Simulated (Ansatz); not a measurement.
AlH5Si, SMILES [AlH2][SiH3], a composite energy at a relaxed geometry

Run with the Ansatz DFT code, driven from Python.

`run_composite.py`:
```python
'''A composite energy for AlH5Si: DFT geometry, MP2 basis limit, coupled-cluster correction.'''

from dataclasses import dataclass

import ansatz as az
import numpy as np


@dataclass
class Options:
    basis: str = 'def2-SVP'
    functional: str = 'PBE0'


cfg = Options()

mol = (
    az.Crystal.molecule()
    .atom('Al', (-0.2945, -1.3363, 0.0898))
    .atom('Si', (0.2481, 0.9856, -0.0673))
    .atom('H', (0.6911, -2.3615, 0.578))
    .atom('H', (-1.7375, -1.75, -0.3419))
    .atom('H', (0.1157, 1.436, -1.4757))
    .atom('H', (-0.6342, 1.797, 0.7978))
    .atom('H', (1.6725, 1.1611, 0.3737))
)

calc = mol.calculation().basis(gaussian=cfg.basis).functional(cfg.functional)
symbols = [site.symbol for site in mol.cartesian_sites]
start = np.array([site.position_ang for site in mol.cartesian_sites], dtype=float)
rep = calc.relax(force_tolerance=0.01).run(threads=1).report
end = np.array(rep['positions_ang'])
print('final positions (A) and the move of each atom')
for symbol, xyz, old in zip(symbols, end, start):
    print(f'{symbol:2s} {xyz[0]:10.5f} {xyz[1]:10.5f} {xyz[2]:10.5f}   {np.linalg.norm(xyz - old):7.4f}')

minimum = az.Crystal.molecule()
for symbol, place in zip(symbols, end):
    minimum = minimum.atom(symbol, place.tolist())
at_minimum = minimum.calculation()
# MP2 extrapolated to the basis limit, plus the small-basis difference CCSD(T) - MP2
level = lambda method, basis: at_minimum.basis(gaussian=basis).correlation(method).run(threads=1).report
small, large, cluster = level('mp2', 'cc-pVDZ'), level('mp2', 'cc-pVTZ'), level('ccsd_t', 'cc-pVDZ')
corr = lambda each: (each['free_energy_ev'] - each['reference_energy_ev']) / 27.211386246
mp2_limit = (27 * corr(large) - 8 * corr(small)) / 19
pieces = {'HF / cc-pVTZ': large['reference_energy_ev'] / 27.211386246, 'MP2 correlation, DZ-TZ limit': mp2_limit, 'CCSD(T) - MP2 / cc-pVDZ': corr(cluster) - corr(small)}
for name, value in pieces.items():
    print(f'{name:32s} {value:14.6f} Ha')
print(f'{"sum":32s} {sum(pieces.values()):14.6f} Ha')
print('T1 diagnostic', round(cluster['correlation']['coupled_cluster']['t1_diagnostic'], 4))
```

```console
$ python run_composite.py
final positions (A) and the move of each atom
Al   -0.33286   -1.37389    0.08342    0.0541
Si    0.28514    1.00130   -0.06547    0.0403
H     0.69792   -2.47286    0.59983    0.1137
H    -1.79736   -1.83262   -0.34450    0.1021
H     0.13469    1.49878   -1.47313    0.0656
H    -0.62028    1.83751    0.79052    0.0435
H     1.69396    1.27367    0.36372    0.1150
HF / cc-pVTZ                        -533.756628 Ha
MP2 correlation, DZ-TZ limit          -0.231372 Ha
CCSD(T) - MP2 / cc-pVDZ               -0.050795 Ha
sum                                 -534.038795 Ha
T1 diagnostic 0.0124
```

Caveats:
- Total energies depend on the basis set; only differences at equal settings carry meaning.
- The sum leaves out core correlation, relativity, the Hartree-Fock basis error and zero-point energy; a DZ-TZ extrapolation is rough.
- Inner cores stay frozen, so this is valence correlation.
- For Al to Cl the sets with a tight d function, cc-pV(X+d)Z, are usual.
- An extrapolation from small basis sets is rough.
- It ran for 12 s on 1 thread of Arm Neoverse V1, with other jobs on the host, peak memory 0.27 GiB.
